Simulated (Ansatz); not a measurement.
Reaction (SMILES): C=C (C2H4) + 2 [H][H] (H2) → 2 C (CH4)
B3LYP-D3(BJ)/def2-TZVP geometries, fixed; electronic energies without zero-point terms.
Largest species:
```
C
C 1 1.3246
H 1 1.0833 2 121.73
H 2 1.0833 1 121.73 3 180.00
H 1 1.0833 3 116.54 2 -180.00
H 2 1.0833 4 116.54 1 180.00
```

Basis-set convergence of the energy of full hydrogenation at PBE with Ansatz (a first-principles code). Cartesian d functions, on some or all atoms, in 6-31G*, 6-31+G*; all else is spherical. The program fits the integrals of some runs and decomposes those of others, by size. No added dispersion term, no relativity. Functions are those of the species that has most. Reference: the value in aug-pcseg-3, -59.19 kcal/mol, itself unsure by roughly 0.05 kcal/mol (its mean distance from aug-cc-pVQZ, cc-pV5Z, def2-QZVPPD). Deviations are taken from unrounded values.

| basis | functions | energy of full hydrogenation (kcal/mol) |
|---|---|---|
| 6-31G* | 38 | -62.29 |
| 6-31+G* | 46 | -61.92 |
| cc-pVDZ | 48 | -60.34 |
| aug-cc-pVDZ | 82 | -60.86 |
| def2-SVP | 48 | -61.62 |
| def2-SVPD | 72 | -62.18 |
| pcseg-1 | 48 | -60.27 |
| aug-pcseg-1 | 82 | -60.13 |
| 6-311G** | 60 | -60.28 |
| 6-311+G** | 68 | -59.70 |
| def2-TZVP | 86 | -58.92 |
| def2-TZVPD | 110 | -58.83 |
| cc-pVTZ | 116 | -59.64 |
| aug-cc-pVTZ | 184 | -59.29 |
| pcseg-2 | 116 | -59.45 |
| aug-pcseg-2 | 184 | -59.39 |
| def2-TZVPP | 118 | -59.44 |
| def2-TZVPPD | 142 | -59.35 |
| cc-pVQZ | 230 | -59.42 |
| aug-cc-pVQZ | 344 | -59.27 |
| def2-QZVPP | 234 | -59.23 |
| def2-QZVPPD | 258 | -59.22 |
| pcseg-3 | 252 | -59.19 |
| aug-pcseg-3 | 366 | -59.19 |

What the diffuse functions change, pair by pair:
- 6-31G* to 6-31+G*: 8 more functions, deviation -3.10 to -2.73 kcal/mol
- cc-pVDZ to aug-cc-pVDZ: 34 more functions, deviation -1.15 to -1.67 kcal/mol
- def2-SVP to def2-SVPD: 24 more functions, deviation -2.43 to -2.99 kcal/mol
- pcseg-1 to aug-pcseg-1: 34 more functions, deviation -1.08 to -0.94 kcal/mol
- 6-311G** to 6-311+G**: 8 more functions, deviation -1.09 to -0.51 kcal/mol
- def2-TZVP to def2-TZVPD: 24 more functions, deviation 0.27 to 0.36 kcal/mol
- cc-pVTZ to aug-cc-pVTZ: 68 more functions, deviation -0.45 to -0.10 kcal/mol
- pcseg-2 to aug-pcseg-2: 68 more functions, deviation -0.26 to -0.20 kcal/mol
- def2-TZVPP to def2-TZVPPD: 24 more functions, deviation -0.26 to -0.16 kcal/mol
- cc-pVQZ to aug-cc-pVQZ: 114 more functions, deviation -0.23 to -0.08 kcal/mol
- def2-QZVPP to def2-QZVPPD: 24 more functions, deviation -0.04 to -0.03 kcal/mol
- pcseg-3 to aug-pcseg-3: 114 more functions, deviation 0.00 to 0.00 kcal/mol

Leaving out the reference's own pair, they bring the value nearer the reference by more than 0.05 kcal/mol in 7 of 11 pairs.
